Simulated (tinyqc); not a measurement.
CCD on RHF in the sto-3g basis, frozen core, for H2O, spin multiplicity 1, step by step. One step of it, computed by the program tinyqc.

Question. CCD: starting amplitudes. t_ij^ab = <ij||ab> / (e_i + e_j - e_a - e_b), whose energy is MP2.

orbital energies (hartree): [-20.274537, -1.206097, -0.526198, -0.446915, -0.391907, 0.466800, 0.545728]

Two-electron integrals over orbitals (pq|rs), unique and non-zero (hartree); the lowest 1 orbital is frozen and left out:
```
(22|22) 0.725399    (32|22) 0.000083    (32|32) 0.128552    (33|22) 0.615706
(33|32) 0.000048    (33|33) 0.592385    (42|22) -0.027124   (42|32) 0.000110
(42|33) 0.002953    (42|42) 0.129442    (43|22) 0.000372    (43|32) 0.026732
(43|33) 0.000349    (43|42) -0.000503   (43|43) 0.057650    (44|22) 0.653423
(44|32) -0.000554   (44|33) 0.562850    (44|42) -0.089121   (44|43) 0.000219
(44|44) 0.683656    (52|52) 0.151039    (53|52) -0.000244   (53|53) 0.026576
(54|52) -0.044751   (54|53) 0.000122    (54|54) 0.047431    (55|22) 0.755655
(55|32) -0.000353   (55|33) 0.602371    (55|42) -0.082922   (55|43) 0.000519
(55|44) 0.679944    (55|55) 0.880159    (62|22) 0.129870    (62|32) -0.000600
(62|33) 0.067791    (62|42) 0.033718    (62|43) 0.000289    (62|44) 0.056497
(62|55) 0.137539    (62|62) 0.095137    (63|22) -0.001629   (63|32) -0.031996
(63|33) -0.001122   (63|42) 0.000753    (63|43) -0.037157   (63|44) -0.000843
(63|55) -0.001911   (63|62) -0.000895   (63|63) 0.070732    (64|22) 0.131961
(64|32) 0.000660    (64|33) 0.051656    (64|42) -0.056729   (64|43) 0.000731
(64|44) 0.132239    (64|55) 0.156312    (64|62) 0.056905    (64|63) -0.001760
(64|64) 0.105428    (65|52) 0.049168    (65|53) -0.000279   (65|54) 0.006643
(65|65) 0.034134    (66|22) 0.598153    (66|32) -0.001620   (66|33) 0.550075
(66|42) 0.043871    (66|43) -0.001353   (66|44) 0.547700    (66|55) 0.583062
(66|62) 0.094310    (66|63) 0.000899    (66|64) 0.056802    (66|66) 0.585385
(72|22) 0.001656    (72|32) 0.054993    (72|33) 0.000532    (72|42) 0.000060
(72|43) -0.031657   (72|44) 0.000989    (72|55) 0.001735    (72|62) 0.000360
(72|63) 0.029809    (72|64) 0.000804    (72|66) 0.001195    (72|72) 0.067845
(73|22) 0.164924    (73|32) -0.000980   (73|33) 0.089420    (73|42) -0.081216
(73|43) -0.000115   (73|44) 0.134659    (73|55) 0.203380    (73|62) 0.065760
(73|63) -0.000603   (73|64) 0.107300    (73|66) 0.046952    (73|72) 0.001113
(73|73) 0.163242    (74|22) 0.000661    (74|32) -0.073225   (74|33) 0.000220
(74|42) -0.000077   (74|43) -0.016769   (74|44) 0.001027    (74|55) 0.000893
(74|62) 0.000628    (74|63) 0.054662    (74|64) -0.000277   (74|66) 0.001774
(74|72) -0.016074   (74|73) 0.001408    (74|74) 0.073463    (75|52) 0.000613
(75|53) 0.023817    (75|54) -0.000031   (75|65) 0.000117    (75|75) 0.024466
(76|22) 0.000184    (76|32) 0.081645    (76|33) 0.000046    (76|42) 0.000454
(76|43) 0.063439    (76|44) -0.000654   (76|55) -0.000095   (76|62) 0.000407
(76|63) -0.061758   (76|64) 0.001014    (76|66) -0.001933   (76|72) -0.005734
(76|73) -0.001303   (76|74) -0.061771   (76|76) 0.109299    (77|22) 0.602458
(77|32) 0.001839    (77|33) 0.578828    (77|42) -0.015822   (77|43) 0.001459
(77|44) 0.569597    (77|55) 0.600914    (77|62) 0.058499    (77|63) -0.002270
(77|64) 0.049774    (77|66) 0.549448    (77|72) 0.000654    (77|73) 0.089000
(77|74) -0.001207   (77|76) 0.002062    (77|77) 0.588456
```

Give: Starting amplitudes; correlation energy.

Answer.

Starting amplitudes (spin orbitals 1a, 1b, ...; amplitudes related by a flip of all spins are not repeated; the 24 largest):
```
from      to          t
3a 3b  7a 7b    -0.0761
4a 4b  6a 6b    -0.0577
3a 4b  6b 7a     0.0540
4a 4b  7a 7b    -0.0370
3a 3b  6a 6b    -0.0356
2a 2b  6a 6b    -0.0284
3a 4b  6a 7b    -0.0275
3a 4a  6a 7a     0.0265
2a 3b  6a 7b    -0.0240
2a 4b  6a 6b    -0.0220
5a 5b  6a 6b    -0.0199
2a 2b  7a 7b    -0.0194
2a 3a  6a 7a    -0.0131
5a 5b  7a 7b    -0.0130
2a 3b  6b 7a     0.0109
2a 4b  7a 7b     0.0059
3a 4b  6a 6b     0.0009
3a 4b  7a 7b    -0.0007
2a 3b  7a 7b  -3.94e-04
2a 3b  6a 6b   3.36e-04
2a 4b  6b 7a   3.02e-04
3a 3b  6a 7b   2.92e-04
2a 4b  6a 7b  -2.36e-04
4a 4b  6a 7b   1.45e-04
```

correlation energy = -0.053604 hartree
